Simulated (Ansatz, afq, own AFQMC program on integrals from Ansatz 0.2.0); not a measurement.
**Ga, doublet → Ga, quartet**

A free Ga atom.

E(quartet, charge +0) − E(doublet, charge +0) at this geometry, on UHF and UHF determinants.

Basis aug-cc-pVDZ. Only valence electrons are correlated. Ansatz 0.2.0 and our own AFQMC program on the same integrals; the CISD trial comes from CCSD amplitudes, and released means the phaseless constraint is let go. Uncertainties: one standard error, sampling alone. No spin–orbit coupling. The errors of all members are added in quadrature.

Full CI on the same integrals is exact in this basis and with this determinant's frozen core.

Errors are counted within aug-cc-pVDZ, not against nature.

Cautions: inner d shell frozen; no relativity below Rb; no spin-orbit coupling; Ga (quartet): another spin lies lower, the released energies have errors that jump between times, so the bars are unsure, so no released level is given (meV from the phaseless value at times in 1/Eh: -10 ± 9 at 0.24, -0.06 ± 0.06 at 0.51, -0.17 ± 0.05 at 0.99, 1.2 ± 1.2 at 1.62, -0.10 ± 0.13 at 2.40), though the last usable value meets full CI within the noise.

```tsv
level	vertical spin gap (eV)
CCSD	4.040
HF	3.129
```

(1) From these cheaper values, estimate the vertical spin gap at the reference level in aug-cc-pVDZ.

(1) 4.062 eV (full CI in aug-cc-pVDZ).

| level | vertical spin gap (eV) | error against FCI (eV) |
| --- | --- | --- |
| MP2 | 3.744 | -0.319 |
| CCSD(T) | 4.055 | -0.007 |
| ph-AFQMC/CISD | 4.060 ± 0.0007 | -0.002 ± 0.0007 |

Correlation beyond CCSD(T) adds 0.007 eV. The perturbative (T) step is worth +0.015 eV.

A walk keeps the symmetry of its determinant, which the program's search chose and which needn't be the lowest solution, so a lower state of the same spin and another symmetry isn't excluded.
